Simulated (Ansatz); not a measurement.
Input file:

```yaml
crystal:
  periodic: [false, false, false]
  atoms:
    - {symbol: C, position_ang: [0.000000, 0.000000, -1.300197]}
    - {symbol: C, position_ang: [0.000000, 0.000000, 0.160607]}
    - {symbol: N, position_ang: [0.000000, 0.000000, 1.338939]}
    - {symbol: H, position_ang: [0.000000, 1.024986, -1.675637]}
    - {symbol: H, position_ang: [0.887664, -0.512493, -1.675637]}
    - {symbol: H, position_ang: [-0.887664, -0.512493, -1.675637]}
basis:
  gaussian: {orbitals: STO-3G}
magnetization: {spin_polarized: false}
correlation: {method: ccsdtq, electrons: outside_noble_gas}
```

```sh
$ ansatz run in.yaml --threads 1 --pin off --events-out ev --progress --plain --max-ram 2880MiB --backend cpu
```

Log:

```
315 factors; integrals over basis functions are off by at most 3.7e-8 eV
mean field evaluation 1: about -3541.2252 eV, gradient 3.5e1 eV
mean field evaluation 2: about -3541.2808 eV, gradient 3.5e1 eV
mean field evaluation 4: about -3544.7851 eV, gradient 2.2e0 eV
mean field evaluation 8: about -3544.8085 eV, gradient 5.8e-2 eV
mean field evaluation 16: about -3544.7529 eV, gradient 6.2e-1 eV
mean field -3544.80854294 eV, -130.2693111957 hartree, gradient 2.1e-6 eV, S^2 0.000000; 0 other end points of the search recorded, 0 dependent functions left out; unrestricted orbitals would lower it
3 core orbitals not correlated: weight in the atoms' cores, before any rotation towards them, 1.000 or more for the frozen orbitals, at most 0.000 for the correlated occupied ones
reference -3544.80854294 eV, -130.2693111957 hartree; 8, 8 occupied and 7, 7 virtual orbitals, 315 factors
second order -5.66711151 eV of doubles, -0.00000000 eV of singles
cycle   1  -5.84493152 eV  change   -1.8e-1 eV  update   7.4e-2
cycle   2  -6.18887671 eV  change   -3.4e-1 eV  update   3.5e-2
cycle   3  -6.37551178 eV  change   -1.9e-1 eV  update   1.8e-2
cycle   4  -6.36816103 eV  change    7.4e-3 eV  update   5.8e-3
cycle   5  -6.37799789 eV  change   -9.8e-3 eV  update   3.0e-3
cycle   6  -6.38179713 eV  change   -3.8e-3 eV  update   1.0e-3
cycle   7  -6.38140161 eV  change    4.0e-4 eV  update   3.3e-4
cycle   8  -6.38099446 eV  change    4.1e-4 eV  update   1.3e-4
cycle   9  -6.38100770 eV  change   -1.3e-5 eV  update   3.5e-5
cycle  10  -6.38101714 eV  change   -9.4e-6 eV  update   1.2e-5
cycle  11  -6.38100332 eV  change    1.4e-5 eV  update   6.3e-6
cycle  12  -6.38100198 eV  change    1.3e-6 eV  update   1.6e-6
Total energy: -3551.18954492 eV, -130.5038086932 hartree
```

For the same geometry and basis full CI lies 2.0 meV lower.

Ran on 1 thread of AMD EPYC 7R13, shared host: 11 s wall, 0.35 GiB peak host memory.
